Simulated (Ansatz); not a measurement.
`NC(S)CS` → 2 C• + 7 H• + N• + 2 S•  (atomization)

Program: Ansatz. Geometries: PBE0-D4/def2-TZVP. ΔE: electronic, gas phase. CBS: MP2 limit from def2 TZ/QZ plus the TZ coupled-cluster correction, frozen cores. This one scheme is used for every species, atoms too. DFT in def2-TZVPP. B3LYP here is the variant with VWN-RPA as its local correlation; programs differ in this. HSE06 is defined as in plane-wave codes. No spin–orbit coupling; open shells (•) take unrestricted orbitals. Spin–orbit coupling would lower the free atoms: a little for C, S. Each species was taken in one conformer, which may not be the lowest.

Problem. What is ΔE at CCSD(T)/CBS? (Estimate.)

Solution. The calculation gave: +43.16 eV.

Problem. What do these levels give: HSE06-D4, BHLYP-D4, PBE-QIDH, B3LYP, r2SCANh, BHLYP? (Estimate.)

Solution. Computed: HSE06-D4 43.43, BHLYP-D4 41.74, PBE-QIDH 42.83, B3LYP 42.63, r2SCANh 42.80, BHLYP 41.37 eV.

Largest T1 diagnostic among the species: 0.011.

From PBE to PBE0 (25 % exact exchange), in def2-TZVPP and without D4, ΔE moves by −0.81 eV: exact exchange takes away binding that semilocal exchange gives to molecules. At CCSD(T), def2-SVP lies −2.82 eV from the extrapolated value and def2-TZVPP −1.32 eV: correlation converges slowly with the basis, and small sets miss more of it in the bonded molecule than in its fragments.

For atomizations the MP2-based limit and the directly extrapolated one differ by several kJ/mol either way, and by 10 to 25 for some Ge, Se and Sn compounds, so smaller differences from it don't rank the levels.
